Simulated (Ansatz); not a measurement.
**Ligand exchange: NaCl + C2H4S → NaSH + C2H3Cl**

Gas-phase species: NaCl, singlet; C2H4S `C=CS`, singlet; NaSH `[Na][SH]`, singlet; C2H3Cl `C=CCl`, singlet. The partners trade Cl for SH: Na–Cl and C–SH bonds give way to Na–SH and C–Cl.

Shapes, held fixed at every level: PBE0-D4/def2-TZVP. Flexible molecules stand in one conformer, not always the lowest. Programs: Ansatz 0.2.0. Electronic energies: no zero-point or thermal term.

(1) Estimate ΔE of this reaction.

Results:

(1) The highest level, CCSD(T)/def2-TZVPP, gives ΔE = +90.9 kJ/mol; the levels span +86.1 to +102.7. The column of differences is taken from that level and isn't an error. No measured value is set beside it here. Outer-core shells of Na are correlated, in sets that cover them unevenly. Sets without diffuse functions underbind ionic bonds of s-block metals.

| level | kind | ΔE (kJ/mol) | less CCSD(T)/def2-TZVPP |
| --- | --- | --- | --- |
| HF/def2-TZVPP | Hartree–Fock | +102.7 | +11.8 |
| PBE-D4/def2-TZVPP | GGA | +86.1 | -4.8 |
| r2SCAN-D4/def2-TZVPP | meta-GGA | +95.9 | +5.0 |
| B3LYP-D4/def2-TZVPP | global hybrid | +92.6 | +1.7 |
| PBE0-D4/def2-TZVPP | global hybrid | +91.7 | +0.8 |
| wB97M-V/def2-TZVPP | range-separated hybrid | +92.1 | +1.2 |
| MP2/def2-TZVPP | perturbation theory | +93.5 | +2.6 |
| CCSD(T)/def2-TZVPP | coupled cluster or CI | +90.9 | 0.0 |
